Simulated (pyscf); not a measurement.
Single points on ωB97X-D3(BJ)/def2-SVP structures (PySCF, gas phase). Correlated levels are frozen-core, on RHF or UHF. ΔMP2 is the change of the MP2 total energy from the triple- to the quadruple-zeta basis.

### Question
Estimate by transition-state theory (the high-pressure limit) the rate constant of F–SnH₃ -> SnH₂ [singlet] + hydrogen fluoride (HF) (singlet surface; F–Sn, H–Sn broken, F–H formed) at 600 K, with CCSD(T)/def2-TZVPP + ΔMP2(QZVPP) energies (ideal gas, 1 atm, RRHO with modes under 100 cm⁻¹ raised to 100, one conformer, R ln 2 for chiral ones without a mode under 150 cm⁻¹; no tunnelling).

### Answer
The electronic barrier is 53.4 kcal/mol and the thermal terms add -3.3, so ΔG‡ = 50.1 kcal/mol. With k_BT/h = 1.25e+13 s⁻¹ and RT = 1.192 kcal/mol, k = 6.9e-06 s⁻¹; so small a molecule is far into fall-off at 1 atm, where the true rate is lower. Wigner's tunnelling factor for 1377i cm⁻¹ would be 1.45, likely too low at so high a frequency. A shift of 1 kcal/mol in the barrier changes k by a factor 2.3. On the product side the descent ends in a complex, 6.5 kcal/mol under the separated species and 26.3 kcal/mol under the saddle at ωB97X-D3(BJ)/def2-TZVP. At ωB97X-D3(BJ)/def2-TZVP the barrier from the zero used here is 55.8 kcal/mol. One saddle was located; it need not be the lowest between these sides. The CCSD(T) − MP2 part came from Ansatz, without density fitting, on the same reference. The frozen core leaves the outer d or s,p core shells of the metals and heavy elements correlated in the MP2 and CC values, and def2-TZVPP describes them poorly, which can shift differences by a few kcal/mol. Elements past Kr carry the def2 core potentials, without spin-orbit coupling.
